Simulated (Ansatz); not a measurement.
The input, for Ansatz 0.2.0:

```yaml
crystal:
  periodic: [false, false, false]
  atoms:
    - {symbol: As, position_ang: [0.023065, -0.038960, -0.029205]}
    - {symbol: H, position_ang: [1.459177, -0.025197, 0.392917]}
    - {symbol: H, position_ang: [-2.488138, 4.211371, 1.391118]}
    - {symbol: H, position_ang: [-0.685460, -1.290254, 0.386787]}
basis:
  gaussian: {orbitals: cc-pVDZ}
total_charge: 1
magnetization: {spin_polarized: false, initial_magnetization: 1}
correlation: {method: ccsdtq, electrons: outside_noble_gas}
```

```sh
$ ansatz run in.yaml --threads 2 --pin off --events-out ev --progress --plain --max-ram 16896MiB --backend cuda --devices 0, --max-vram 18GiB
```

Log:

```
765 factors; integrals over basis functions are off by at most 9.9e-8 eV
mean field evaluation 1: about -60825.0548 eV, gradient 1.2e1 eV
mean field evaluation 2: about -60825.0667 eV, gradient 1.2e1 eV
mean field evaluation 4: about -60830.0258 eV, gradient 7.4e0 eV
mean field evaluation 8: about -60829.7654 eV, gradient 3.1e0 eV
mean field evaluation 16: about -60825.1684 eV, gradient 1.1e1 eV
mean field evaluation 32: about -60824.9167 eV, gradient 9.4e0 eV
mean field evaluation 64: about -60825.4166 eV, gradient 1.6e-2 eV
mean field -60830.27926268 eV, -2235.4715306592 hartree, gradient 2.0e-6 eV, S^2 0.750000; 2 other end points of the search recorded, 0 dependent functions left out
mean field evaluation 96: about -60823.6468 eV, gradient 1.6e1 eV
mean field evaluation 128: about -60830.2114 eV, gradient 2.5e0 eV
mean field evaluation 160: about -60829.9324 eV, gradient 5.2e0 eV
...
determinant -60830.27926268 eV, -2235.4715306592 hartree, with singles and doubles -60833.40064734 eV, -2235.5862394299 hartree
determinant -60830.26721563 eV, -2235.4710879384 hartree, with singles and doubles -60833.40095630 eV, -2235.5862507838 hartree
determinant -60830.26721563 eV, -2235.4710879384 hartree, with singles and doubles -60833.40109109 eV, -2235.5862557374 hartree
determinant -60830.27926268 eV, -2235.4715306592 hartree, with singles and doubles -60833.40079617 eV, -2235.5862448993 hartree
unrestricted determinant -60830.47469715 eV, -2235.4787127436 hartree, S^2 1.2855
14 core orbitals not correlated: weight in the atoms' cores, before any rotation towards them, 1.000 or more for the frozen orbitals, at most 0.000 for the correlated occupied ones
reference -60830.27926268 eV, -2235.4715306592 hartree; 4, 3 occupied and 24, 25 virtual orbitals, 765 factors
second order -2.38990785 eV of doubles, -0.00000018 eV of singles
...
cycle  13  -3.19704589 eV  change    2.9e-6 eV  update   5.7e-6
cycle  14  -3.19704251 eV  change    3.4e-6 eV  update   5.0e-6
cycle  15  -3.19704294 eV  change   -4.3e-7 eV  update   4.1e-6
cycle  16  -3.19704616 eV  change   -3.2e-6 eV  update   2.9e-6
cycle  17  -3.19704687 eV  change   -7.2e-7 eV  update   2.3e-6
cycle  18  -3.19704609 eV  change    7.8e-7 eV  update   1.9e-6
cycle  19  -3.19704488 eV  change    1.2e-6 eV  update   1.8e-6
cycle  20  -3.19704482 eV  change    6.2e-8 eV  update   1.5e-6
cycle  21  -3.19704546 eV  change   -6.4e-7 eV  update   1.0e-6
cycle  22  -3.19704576 eV  change   -3.0e-7 eV  update   7.3e-7
Total energy: -60833.47630844 eV, -2235.5890199238 hartree
```

For the same geometry and basis full CI lies 0.1 meV lower.

Ran on 2 threads of AMD EPYC 7R13 with a shared H100 80 GB, shared host: 17 s wall, 0.86 GiB peak host memory.
